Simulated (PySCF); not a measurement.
# CH5ClSi: the cost of one run

Programs: PySCF 2.14.0, with density-fitted response routines of our own. Each step states its level of theory. These are calculated values for one molecule in the gas phase, unless marked as measured. Atoms are numbered from 0 throughout.

### Step 1. The starting structure

8 atoms, charge 0, multiplicity 1; geometry from: GFN2-xTB. The atoms were then displaced at random by about 0.01 Å, so the start is not that level's minimum.

Bonds of the start (Å): Si0–C1 1.88, C1–Cl2 1.78, Si0–H3 1.45, Si0–H4 1.49, Si0–H5 1.45, C1–H6 1.09, C1–H7 1.09.

### Step 2. Geometry optimisation at PBE0-D3(BJ)/def2-SVP

Job settings and geometry (Å):

```
{"job": {"xc": "PBE0", "basis": "def2-SVP", "d3": "d3bj", "grid": 1, "shake": 0.01, "kind": "geom"}, "charge": 0, "multiplicity": 1}
Si    -0.949810    -0.005620    -0.043220
C      0.924830    -0.181040    -0.035790
Cl     1.640890     1.294570     0.655970
H     -1.379870     0.208290     1.327960
H     -1.307440     1.169220    -0.885060
H     -1.519540    -1.208420    -0.620090
H      1.364110    -0.293230    -1.028370
H      1.281970    -1.002920     0.576130
```

Run with:

```sh
> OMP_NUM_THREADS=1 python probes_run.py task.json out
```

The driver reads the jobs from task.json and runs them one after another.

Q: Estimate the wall time and peak memory of this first job on 1 thread of Arm Neoverse V1, shared host.

About 6.3 s, with a peak of 0.32 GiB.
